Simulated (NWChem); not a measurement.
Species: ethanol (C2H6O); SMILES OCC

```xyz
9

C      0.2487    -1.2036     0.0330
C     -0.5415     0.0900    -0.0189
O      0.2657     1.2331     0.0847
H     -0.4167    -2.0808     0.0084
H      0.8528    -1.2501     0.9518
H      0.9345    -1.2858    -0.8272
H     -1.1654     0.1124    -0.9364
H     -1.2425     0.1340     0.8303
H      0.8768     1.2319    -0.6592
```
Atoms are numbered in this order, from 1.

All runs: NWChem. Pople sets run with spherical d functions. Geometry: optimised at PBE0/def2-SVP. GIAO values for the isolated, static molecule; σ is the absolute isotropic shielding, δ = σ(reference) − σ with the isolated reference molecule computed at the same levels (13C: tetramethylsilane, 1H: tetramethylsilane, 17O: water).

Task: Predict the results for B3LYP/6-31G*. Quantities: δ C1 (ppm); δ C2 (ppm); δ O3 (ppm); δ H4 (rotor mean) (ppm); δ H7 (ppm); δ H8 (ppm); δ H9 (ppm).

Result: 
```yaml
"δ C1 (ppm)": 20.6
"δ C2 (ppm)": 56.6
"δ O3 (ppm)": 34.9
"δ H4 (rotor mean) (ppm)": 1.07
"δ H7 (ppm)": 3.79
"δ H8 (ppm)": 3.65
"δ H9 (ppm)": -0.79
```
